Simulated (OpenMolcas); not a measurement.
# [SiH3]− (SMILES [SiH3-]) at 6 levels

Wanted: a comparison of 6 runs (HF/3-21G, HF/cc-pVTZ, B3LYP/6-31G*, B2PLYP/cc-pVTZ, M06-2X/cc-pVTZ, MP2/cc-pVTZ) of [SiH3]−. 

Program for the calculation: OpenMolcas 26.06.

1 further run of the same task is left out (set aside as unsound or not needed).

**1. The molecule**

[SiH3]− has 4 atoms, charge -1, and is taken as a singlet. SMILES: `[SiH3-]`. Geometry: relaxed at PBE0-D4/def2-TZVPD.

Bond lengths: Si1–H2 1.546 Å, Si1–H3 1.546 Å, Si1–H4 1.546 Å. Angles: H2–Si1–H3 94.1°, H2–Si1–H4 94.1°, H3–Si1–H4 94.1°.

**2. Energy and gradient at HF/3-21G (run 1)**

Input file run.input:

```
&GATEWAY
 BasLib=$CurrDir
 BasisSet
 Si.3-21G....
 Si1 0.539700 -0.050700 -0.300900 angstrom
 End of Basis
 BasisSet
 H.3-21G....
 H2 0.426600 0.622300 1.085900 angstrom
 H3 -0.298500 -1.283700 0.106800 angstrom
 H4 -0.667800 0.712200 -0.891800 angstrom
 End of Basis

&SEWARD

&SCF
 Charge=-1
 Thresholds=1e-10 1e-07 1e-07 1e-05
 PrOrbitals=1 2

&ALASKA
```

The basis set 3-21G is read from a file made from the Basis Set Exchange's data (not shown).

Started as:

```
$ export MOLCAS_MEM=1860
$ pymolcas run.input > run.log
```

Log:

```text
--- Start Module: gateway ---
[...]
--- Stop Module: gateway /rc=_RC_ALL_IS_WELL_ ---
[...]
      Basis functions           19
[...]
--- Start Module: scf ---
[...]
       Convergence after  12 Iterations
[...]
::    Total SCF energy                               -289.0841652250
[...]
      Total spin, S                                     0.0000000000
[...]
      Total electronic charge=   18.000000
      Total            charge=   -1.000000
[...]
      Dipole Moment (debye):
      Origin of the operator (angstrom)=    0.4695   -0.0441   -0.2618
                   X= -1.3546E-01               Y=  1.2707E-02               Z=  7.5917E-02           Total=  1.5581E-01
      Center of Charge (angstrom)
[...]
--- Stop Module: scf /rc=_RC_ALL_IS_WELL_ ---
--- Start Module: alaska ---
[...]
 *              Molecular gradients               *
 **************************************************
  Irreducible representation: a
 ------------------------------------------------------------------------------------------
                              X                       Y                       Z
 ------------------------------------------------------------------------------------------
  SI1              -2.49054903169510E-03    2.33050188344019E-04    1.41362354226127E-03
  H2               -1.51996701310164E-03   -2.43211603748472E-03   -4.30491306734559E-03
  H3                1.29311608977578E-03    4.97171453750145E-03   -4.92965242219423E-04
  H4                2.71739995502074E-03   -2.77264868836036E-03    3.38425476730031E-03
 ------------------------------------------------------------------------------------------
--- Stop Module: alaska /rc=_RC_ALL_IS_WELL_ ---
[...]
```

Run time: 2.5 s. Hardware: 1 thread of Intel Xeon Platinum 8259CL at 2.50GHz (Skylake/Cascade Lake), shared host; peak memory 0.37 GiB.

**3. Energy and gradient at HF/cc-pVTZ (run 2)**

Input file test.inp:

```
* H3Si Hartree-Fock

&GATEWAY
  BasLib = $CurrDir
  Coord
  4
  angstrom
  Si       0.539700      -0.050700      -0.300900
  H        0.426600       0.622300       1.085900
  H       -0.298500      -1.283700       0.106800
  H       -0.667800       0.712200      -0.891800
  Basis = cc-pVTZ
  Group = NoSym

&SEWARD

&SCF
  Charge = -1
  Thresholds = 1e-10 1e-07 1e-07 1e-05
  PrOrbitals = 1 2

&ALASKA
```

The basis set cc-pVTZ is read from a file made from the Basis Set Exchange's data (not shown).

Started as:

```
$ export MOLCAS_MEM=1860
$ pymolcas test.inp > test.log
```

Log:

```text
--- Start Module: gateway ---
[...]
--- Stop Module: gateway /rc=_RC_ALL_IS_WELL_ ---
[...]
      Basis functions           76
[...]
--- Start Module: scf ---
[...]
       Convergence after  13 Iterations
[...]
::    Total SCF energy                               -290.6412443420
[...]
      Total spin, S                                     0.0000000000
[...]
      Total electronic charge=   18.000000
      Total            charge=   -1.000000
[...]
      Dipole Moment (debye):
      Origin of the operator (angstrom)=    0.4695   -0.0441   -0.2618
                   X=  1.5048E-01               Y= -1.4165E-02               Z= -8.3506E-02           Total=  1.7268E-01
      Center of Charge (angstrom)
[...]
--- Stop Module: scf /rc=_RC_ALL_IS_WELL_ ---
[...]
--- Start Module: alaska ---
[...]
 *              Molecular gradients               *
 **************************************************
  Irreducible representation: a
 ------------------------------------------------------------------------------------------
                              X                       Y                       Z
 ------------------------------------------------------------------------------------------
  SI1               4.11172103743818E-03   -3.87393970833094E-04   -2.26876326601211E-03
  H2               -1.85685856943521E-03   -3.64494057552900E-04   -4.77253309689729E-05
  H3               -1.27227530780449E-03    1.18094554088177E-03    7.54348839954067E-04
  H4               -9.82587160196502E-04   -4.29057512493003E-04    1.56213975702846E-03
 ------------------------------------------------------------------------------------------
--- Stop Module: alaska /rc=_RC_ALL_IS_WELL_ ---
[...]
```

Run time: 7.8 s. Hardware: 1 thread of Intel Xeon Platinum 8259CL at 2.50GHz (Skylake/Cascade Lake), shared host; peak memory 0.43 GiB.

Runs 3 to 5 aren't shown in full; the table further down has their settings and results.

**4. The energy at MP2/cc-pVTZ (run 6)**

Input file geom.xyz:

```xyz
4

Si     0.539700    -0.050700    -0.300900
H      0.426600     0.622300     1.085900
H     -0.298500    -1.283700     0.106800
H     -0.667800     0.712200    -0.891800
```

Input file run.inp:

```
>>> EXPORT MOLCAS_PRINT=2
&GATEWAY
BASLIB = $CurrDir
COORD = geom.xyz
BASIS = cc-pVTZ
GROUP = NoSym
&SEWARD
&SCF
CHARGE = -1
THRESHOLDS = 1e-10 1e-07 1e-07 1e-05
PRORBITALS = 1 2
&MBPT2
FROZEN = 5
```

The basis set cc-pVTZ is read from a file made from the Basis Set Exchange's data (not shown).

Started as:

```
$ export MOLCAS_MEM=1860
$ pymolcas run.inp > run.log
```

Log:

```text
--- Start Module: gateway ---
[...]
--- Stop Module: gateway /rc=_RC_ALL_IS_WELL_ ---
[...]
      Basis functions           76
[...]
--- Start Module: scf ---
[...]
       Convergence after  13 Iterations
[...]
::    Total SCF energy                               -290.6412443420
[...]
      Total spin, S                                     0.0000000000
[...]
      Total electronic charge=   18.000000
      Total            charge=   -1.000000
[...]
      Dipole Moment (debye):
      Origin of the operator (angstrom)=    0.4695   -0.0441   -0.2618
                   X=  1.5048E-01               Y= -1.4165E-02               Z= -8.3506E-02           Total=  1.7268E-01
      Center of Charge (angstrom)
[...]
--- Stop Module: scf /rc=_RC_ALL_IS_WELL_ ---
[...]
--- Start Module: mbpt2 ---
[...]
WARNING!
Default frozen orbitals as non valence orbitals is overwritten by user input.
Default values:   2
[...]
       Reference weight ( Cref**2 )         =        0.93078
::    Total MBPT2 energy                             -290.7922827070
[...]
      Total MBPT2 calculations                           0.31      0.36
--- Stop Module: mbpt2 /rc=_RC_ALL_IS_WELL_ ---
[...]
```

It took 6.6 s on 1 thread of Intel Xeon Platinum 8259CL at 2.50GHz (Skylake/Cascade Lake), shared host; peak memory 0.43 GiB.

**5. Overview of the runs**

```csv
run,level,Cartesian functions,integration grid,energy (Eh),HOMO energy (eV),LUMO energy (eV),HOMO–LUMO gap (eV),wall time
1,HF/3-21G,no,–,-289.084165,-1.44,10.75,12.20,2.5 s
2,HF/cc-pVTZ,no,–,-290.641244,-1.66,9.51,11.17,7.8 s
3,B3LYP/6-31G* (Cartesian functions),yes,UltraFine,-291.271796,0.94,7.10,6.16,11 s
4,B2PLYP/cc-pVTZ,no,UltraFine,-291.151695,-0.28,7.81,8.09,18 s
5,M06-2X/cc-pVTZ,no,UltraFine,-291.250070,-0.42,7.45,7.87,29 s
6,MP2/cc-pVTZ,no,–,-290.792283,-1.66,9.51,11.17,6.6 s
```

**6. Results**

| quantity | value |
| --- | --- |
| run 6: total energy | -290.79228 Eh |
| run 6: HOMO energy (Hartree–Fock orbitals) | -1.66 eV |
| run 6: LUMO energy (Hartree–Fock orbitals) | 9.51 eV |
| run 6: HOMO–LUMO gap (to an unbound level, set by the basis) | 11.17 eV |
| run 6: correlation energy (5 core orbitals frozen) | -151.0 mEh |

**Reading.** Over runs 1, 2, 3, 4, 5 the HOMO–LUMO gap runs from 6.16 eV (B3LYP/6-31G*) to 12.20 eV (HF/3-21G). The two ends differ in method and basis. The empty levels of an anion lie above zero and hang on the basis. For B2PLYP the log adds the whole second-order term; the table takes 0.27 of it, as the functional is defined. Totals of different functionals can't be ranked against each other. In run 3 the HOMO lies above zero, so the outermost electron may be held by the basis alone. All runs together took 75 s, the longest 29 s.
